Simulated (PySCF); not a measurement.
Molecular orbitals of LiCl

PBE0 at R = 2.015 Å; Li def2-TZVP, Cl def2-TZVP; no relativity (PySCF 2.14). State: triplet, unpaired electrons σ ↑, π ↑, a second solution, started from another occupation. Only the outer orbitals are listed, counted within each symmetry.

```csv
spin,orbital,occ.,ε (eV),on Li (%),main shells (%)
α,4σ,1,-55.45,100,100 Li s
α,5σ,1,-25.87,0,100 Cl s
α,2π,1,-13.61,1,99 Cl p
α,6σ,1,-12.56,2,97 Cl p
α,2π,1,-11.99,1,99 Cl p
α,7σ,1,-3.18,102,94 Li s
α,3π,0,-0.41,99,99 Li p
α,3π,0,-0.25,99,99 Li p
α,8σ,0,0.63,106,"82 Li p, 24 Li s"
β,4σ,1,-55.26,100,100 Li s
β,5σ,1,-24.20,1,99 Cl s
β,6σ,1,-12.08,2,97 Cl p
β,2π,1,-11.52,1,99 Cl p
β,2π,0,-8.17,1,98 Cl p
β,7σ,0,-0.53,105,106 Li s
β,3π,0,0.96,97,97 Li p
```

Which are the highest filled and the lowest empty level, where do they sit, and how wide is the gap?

Highest filled α 7σ at -3.18 eV (in %: 94 Li s); lowest empty β 2π at -8.17 eV (in %: 98 Cl p); the gap at PBE0 is -4.99 eV.

- bond order (Mayer): 0.11
- ⟨S²⟩: 2.004
- charge on Li (Mulliken, basis-dependent): -0.09
- charge on Li (Löwdin, basis-dependent): -0.30
- dipole moment (positive dipole means Li(−)Cl(+)): 3.77 D

Shares are Mulliken populations and can fall outside 0 to 100 %.

Counting both spins, an empty level lies below a filled one in this solution, because spin and occupation are held.
